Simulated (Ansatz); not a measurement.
Isolated molecules relaxed with PBE0-D4/def2-TZVP in Ansatz; ΔE leaves out vibrations. CBS: MP2 limit from def2 TZ/QZ plus the TZ coupled-cluster correction, frozen cores. This one scheme is used for every species. Functionals use def2-TZVPP. Each species was taken in one conformer, which may not be the lowest.

`NCOCO` + H₂ → `COCN` + H₂O  (hydrogenolysis of a C–O bond)

```
             level  ΔE (kcal/mol)  difference from CCSD(T)/CBS
           ωB97M-V          -19.6                          1.5
            B2PLYP          -20.7                          0.4
               PBE          -19.7                          1.4
              PBE0          -20.5                          0.6
     HF/def2-QZVPP          -21.7                         -0.6
    MP2/def2-QZVPP          -21.3                         -0.2
SCS-MP2/def2-QZVPP          -21.2                         -0.1
      HF/CBS(def2)          -21.7                         -0.6
     MP2/CBS(def2)          -21.6                         -0.5
    CCSD/CBS(def2)          -21.8                         -0.7
       CCSD(T)/CBS          -21.1                            0
```

Largest T1 diagnostic among the species: 0.011.

From PBE to PBE0 (25 % exact exchange), in def2-TZVPP and without D4, ΔE moves by −0.8 kcal/mol. The D4 term adds +0.8 kcal/mol with B3LYP and +0.5 kcal/mol with PBE0; it sums over pairs of atoms, weighted by their polarisabilities, and B3LYP, whose exchange is more repulsive, gets the larger term.

B3LYP here is the variant with VWN-RPA as its local correlation; programs differ in this.
